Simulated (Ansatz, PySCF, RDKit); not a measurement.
Dimer: H2O (SMILES O) (first 3 atoms) with H2O (SMILES O); geometry from A24 set.
(charge 0, multiplicity 1):
```xyz
6

O     -0.067     0.000     1.494
H      0.816     0.000     1.866
H      0.069     0.000     0.539
O      0.063     0.000    -1.423
H     -0.407    -0.760    -1.772
H     -0.407     0.760    -1.772
```

Counterpoise-corrected where a basis set is named; no monomer relaxation. Rows marked so take none. RDKit's UFF carries no charges.

Rows in STO-3G carry no dispersion term and start afresh at each structure.

Programs: Ansatz (an electronic-structure program); PySCF for STO-3G rows; RDKit for the force fields. Values without a source in brackets are computed.

Q: One of these levels gives -195.2 meV for the interaction energy. Name it.
(A) UFF
(B) HF/STO-3G (no counterpoise)
(C) B3LYP/def2-TZVPPD
(D) BHLYP/def2-TZVPPD

A: C, B3LYP/def2-TZVPPD. The others give 652.6 (UFF), -237.3 (HF/STO-3G (no counterpoise)), -215.9 (BHLYP/def2-TZVPPD)
